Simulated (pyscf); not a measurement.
F–SiH=Se + H₂ → H₂Si=Se + HF, a four-centre exchange (singlet surface; F–Si, H–H broken, H–Si, F–H formed). Single points on ωB97X-D3(BJ)/def2-SVP structures (PySCF, gas phase). Energies in kcal/mol from the separated reactants.

GFN2-xTB: tblite. 

Problem. In single points GFN2-xTB puts the saddle at 55.6 kcal/mol and the reaction energy at +27.0 kcal/mol. Should these be trusted to within a few kcal/mol? Compare with ωB97M-D3(BJ)/def2-TZVP.

Solution. ωB97M-D3(BJ)/def2-TZVP gives ΔE‡ = 41.0 kcal/mol and ΔE = +30.3 kcal/mol. GFN2-xTB lies 14.6 kcal/mol over it in the barrier and 3.3 kcal/mol under it in the reaction energy, so on this step it does not hold to within 3.0 kcal/mol. ωB97M-D3(BJ)/def2-TZVP has limits of its own. On the product side the descent ends in an adduct with a F–Si contact (not fully relaxed), 8.8 kcal/mol under the separated species and 20.4 kcal/mol under the saddle at ωB97X-D3(BJ)/def2-TZVP. What is counted as broken (F–Si) persists as a longer contact in the product adduct; parting that adduct is a step of its own. This is the saddle that the search found; another between the same sides may lie lower. In the def2 sets elements up to Kr have no core potential.
